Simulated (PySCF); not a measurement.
**Calculated NMR parameters of CC(C)(C)S**

```yaml
Formula: C4H10S
SMILES: CC(C)(C)S
InChI: InChI=1S/C4H10S/c1-4(2,3)5/h5H,1-3H3
Point_group_of_the_computed_structure: C1
Degrees_of_unsaturation: 0
Carbon_signals: 2
Proton_signals: 2
```

Atom-mapped SMILES (the numbers label the heavy atoms): `[CH3:1][C:2]([CH3:3])([CH3:4])[SH:5]` (H(Xn): hydrogen on atom n).

PySCF 2.14 calculation with GIAO B97-2/pcSseg-2 shieldings and geometry from PBE0-D3(BJ)/def2-TZVP; one averaged value for each set of equivalent atoms, isolated molecule, one computed conformer, no relativistic terms.

References, each an isolated molecule treated in the same way: TMS for 1H and 13C; CS2 for 33S.

| carbon | δC, type | δH (multiplicity) | HMBC from (2–3 bonds) | span of the C tensor (ppm) |
| --- | --- | --- | --- | --- |
| C1/C3/C4 | 36.9, CH3 | 1.36 (s) | H(C1)/H(C3)/H(C4) | 53 |
| C2 | 47.0, C | – | H(C1)/H(C3)/H(C4) | 30 |

Other nuclei:
```tsv
atoms	nucleus	environment	δ (ppm)	σ (ppm)
H(S5)	1H	hydrogen on a thiol sulfur	1.93	29.71
S5	33S	thiol sulfur	46	471.4
```

- Carbon types of the structure: 1 × C, 3 × CH3, leaving 1 H on heteroatoms.
- δC 47.0: fully substituted sp3 carbon bonded to S.
- δC 36.9: methyl carbon; a saturated carbon with 1 carbon neighbour and no heteroatom attached.
- δH 1.93: hydrogen on a thiol sulfur; exchangeable; this is the value without hydrogen bonding to other molecules.
- δH 1.36: hydrogen on a methyl carbon.

The OH or NH signal is concentration- and solvent-dependent in practice; the value given is the gas-phase one. Shifts are as computed. Against solution values, carbons near 30 ppm lie about +3 ppm off and those near 130 ppm about +7 ppm; carbons on S a further +4 ppm. Of 1211 compounds with measured shifts, 218 miss one by over three times the rms of a fit or turn the order of signals round; such compounds aren't used in these exercises.
